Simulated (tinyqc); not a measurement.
RKS/PBE0 in the sto-3g basis, for H2O, spin multiplicity 1, step by step (part 2 of 2). Computed by tinyqc, a small Python program that keeps every step (integrals from PySCF). Command: `OMP_NUM_THREADS=1 python tinyqc.py 28748 28749 out.jsonl` (the two numbers bound the seeds that draw the settings). One thread of a shared host (Intel(R) Xeon(R) Processor @ 2.60GHz), about 0.6 s of CPU time with the checks.

Geometry (angstrom):
```
atom       x        y       z
O     0.0000   0.0000  0.0000
H     0.0000   0.9400  0.7640
H     0.0000  -0.9400  0.7640
```

## Iteration 11 (converged): orbitals

converged F (hartree), lower triangle:
```
           1O 1s    1O 2s   1O 2px   1O 2py   1O 2pz    2H 1s    3H 1s
1O 1s   -18.9272
1O 2s    -4.8644  -2.0393
1O 2px    0.0000   0.0000  -0.1563
1O 2py    0.0000   0.0000   0.0000  -0.1698
1O 2pz   -0.0172  -0.0870   0.0000   0.0000  -0.1607
2H 1s    -0.6159  -0.5268   0.0000  -0.2168  -0.2009  -0.2797
3H 1s    -0.6159  -0.5268   0.0000   0.2168  -0.2009  -0.1519  -0.2797
```

X, lower triangle:
```
          1O 1s    1O 2s  1O 2px   1O 2py   1O 2pz    2H 1s   3H 1s
1O 1s    1.0232
1O 2s   -0.1329   1.1132
1O 2px   0.0000   0.0000  1.0000
1O 2py   0.0000   0.0000  0.0000   1.0503
1O 2pz  -0.0057   0.0515  0.0000   0.0000   1.0291
2H 1s    0.0165  -0.1787  0.0000  -0.1412  -0.1014   1.0889
3H 1s    0.0165  -0.1787  0.0000   0.1412  -0.1014  -0.0497  1.0889
```

Diagonalise F' = X^T F X, C = X C', fill 5 alpha and 5 beta electrons from the bottom; D = 2 C_occ C_occ^T. Each column has its largest component positive (the first on a tie).

F' = X^T F X (hartree), lower triangle:
```
          1        2        3        4        5        6        7
1  -18.5667
2   -2.5658  -1.0917
3    0.0000   0.0000  -0.1563
4    0.0000   0.0000   0.0000  -0.0638
5   -0.0334  -0.0021   0.0000   0.0000  -0.0978
6   -0.0527  -0.2388   0.0000  -0.2222  -0.1707  -0.0790
7   -0.0527  -0.2388   0.0000   0.2222  -0.1707  -0.0460  -0.0790
```

orbital energies (hartree): MO1 -18.9365, MO2 -0.8766, MO3 -0.3630, MO4 -0.2606, MO5 -0.1563, MO6 0.1924, MO7 0.2661

coefficients C:
```
            MO1      MO2      MO3      MO4     MO5      MO6      MO7
1O 1s    0.9940  -0.2420   0.0000   0.1025  0.0000  -0.0903   0.0000
1O 2s    0.0255   0.9021   0.0000  -0.4940  0.0000   0.5147   0.0000
1O 2px   0.0000   0.0000   0.0000   0.0000  1.0000   0.0000   0.0000
1O 2py   0.0000   0.0000   0.6229   0.0000  0.0000   0.0000   0.8688
1O 2pz   0.0026   0.1180   0.0000   0.7049  0.0000   0.7560   0.0000
2H 1s   -0.0045   0.1399   0.4529   0.3675  0.0000  -0.6541  -0.6804
3H 1s   -0.0045   0.1399  -0.4529   0.3675  0.0000  -0.6541   0.6804
```

D after iteration 11, lower triangle:
```
          1O 1s    1O 2s  1O 2px   1O 2py  1O 2pz    2H 1s   3H 1s
1O 1s    2.1141
1O 2s   -0.4872   2.1168
1O 2px   0.0000   0.0000  2.0000
1O 2py   0.0000   0.0000  0.0000   0.7761
1O 2pz   0.0927  -0.4834  0.0000   0.0000  1.0217
2H 1s   -0.0013  -0.1109  0.0000   0.5643  0.5510   0.7195
3H 1s   -0.0013  -0.1109  0.0000  -0.5643  0.5510  -0.1011  0.7195
```

## Convergence

Stop when the energy changes by less than 1e-08 hartree and every element of the error matrix X^T (F D S - S D F) X is below 3e-05.

Course of the cycle:
```
iteration  E (hartree)     change  largest element of the error matrix
1           -28.712173          -                             2.16e-01
2           -73.748171  -4.50e+01                             5.10e-01
3           -73.884987  -1.37e-01                             5.40e-01
4           -73.958929  -7.39e-02                             5.53e-01
5           -74.096562  -1.38e-01                             6.44e-01
6           -74.910225  -8.14e-01                             4.30e-01
7           -75.133987  -2.24e-01                             2.25e-01
8           -75.201333  -6.73e-02                             4.97e-02
9           -75.204737  -3.40e-03                             2.76e-03
10          -75.204747  -9.71e-06                             5.41e-05
11          -75.204747  -3.10e-09                             3.29e-07
```

PySCF RKS in the same basis, fine grid = -75.205964 hartree

Converged in 11 iterations. The coarse grid moves the energy by +1.22e-03 hartree.

## Populations, bond orders and dipole

overlap S, lower triangle:
```
         1O 1s   1O 2s  1O 2px   1O 2py  1O 2pz   2H 1s   3H 1s
1O 1s   1.0000
1O 2s   0.2367  1.0000
1O 2px  0.0000  0.0000  1.0000
1O 2py  0.0000  0.0000  0.0000   1.0000
1O 2pz  0.0000  0.0000  0.0000   0.0000  1.0000
2H 1s   0.0295  0.3248  0.0000   0.2313  0.1880  1.0000
3H 1s   0.0295  0.3248  0.0000  -0.2313  0.1880  0.1447  1.0000
```

Mulliken: Z minus the diagonal of D S on the atom; Loewdin: the same with S^(1/2) D S^(1/2); Mayer order: 2 sum_s sum (D(s) S)_ij (D(s) S)_ji over the two atoms.

Charges (e):
```
atom  Mulliken  Loewdin
1O     -0.1942  -0.1457
2H      0.0971   0.0728
3H      0.0971   0.0728
```

Mayer bond orders:
```
pair   order
2-1   0.9870
3-1   0.9870
3-2   0.0036
```

dipole moment about the origin, x y z (debye): 0.0000  0.0000  1.3041
